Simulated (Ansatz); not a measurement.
**[BH2···H···CH2], triplet: reading a ladder of total energies**

Geometry: a point of a hydrogen-transfer path between rigid fragments, not a stationary point.

```csv
atom,x (Å),y (Å),z (Å)
B,-1.3319,0.0000,0.0000
H,-1.9286,1.0336,0.0000
H,-1.9286,-1.0336,0.0000
H,-0.2219,0.0000,0.0000
C,1.2601,0.0000,0.0000
H,1.6746,0.0000,0.9962
H,1.6746,0.0000,-0.9962
```

Basis cc-pVDZ; Ansatz 0.2.0. Only valence electrons are correlated (noble-gas cores frozen), which leaves 12 electrons in 51 orbitals. R marks a restricted (for open shells ROHF) determinant, U an unrestricted one.

Full CI isn't at hand for all of this; UCCSDT(Q) serves as the reference, and is uncertain by about the last step of the cluster series.

Runs differ by some tens of microhartree through their thresholds and, for an open shell, their frozen cores, so steps under 0.03 kcal/mol mean nothing.

```
    level  total energy (hartree)
      UHF              -65.265635
     UMP2              -65.462871
    UCCSD              -65.506639
 UCCSD(T)              -65.511031
   UCCSDT              -65.511910
UCCSDT(Q)              -65.512077
```

Task: What is the correlation energy at UCCSDT(Q), and what share of it do UMP2 and UCCSD(T) recover?

Result: E(corr) = -65.512077 − (-65.265635) = -0.246442 hartree = -6.706 eV. UMP2: -0.197236 / -0.246442 = 80.03 %. UCCSD(T): -0.245396 / -0.246442 = 99.58 %.

Task: By how many kcal/mol does UCCSD(T) miss UCCSDT(Q) (1 hartree = 627.509 kcal/mol), and which steps make up the rest?

Result: -65.511031 − (-65.512077) = 0.001046 hartree = 0.66 kcal/mol. Steps: UCCSDT − UCCSD(T) = -0.55, UCCSDT(Q) − UCCSDT = -0.10 kcal/mol. That is within 1 kcal/mol of the reference in this basis, which itself misses far more of the correlation at the basis-set limit.
